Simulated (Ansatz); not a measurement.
A calculation with Ansatz (development build ahead of 0.2.0).

```yaml
crystal:
  periodic: [false, false, false]
  atoms:
    - { symbol: C, position_ang: [-0.03401, -0.02037, -1.05211] }
    - { symbol: S, position_ang: [-0.03539, 0.00714, 0.55012] }
    - { symbol: H, position_ang: [-0.03202, -0.95705, -1.63975] }
    - { symbol: H, position_ang: [-0.00635, 0.88012, -1.61309] }
basis:
  gaussian: { orbitals: STO-3G }
hamiltonian:
  xc: hf
correlation:
  method: mp2
  frozen_orbitals: { C: 1, H: 0, S: 5 }
```

The input is written out in the form of the current development build from the run's settings.

Output:

| Quantity | Value |
| --- | --- |
| Converged | yes |
| Reference energy | -431.66900 hartree |
| Correlation energy | -0.10671 hartree |
| Total energy | -431.77572 hartree |
| Spin squared of the determinant | 0.000 |
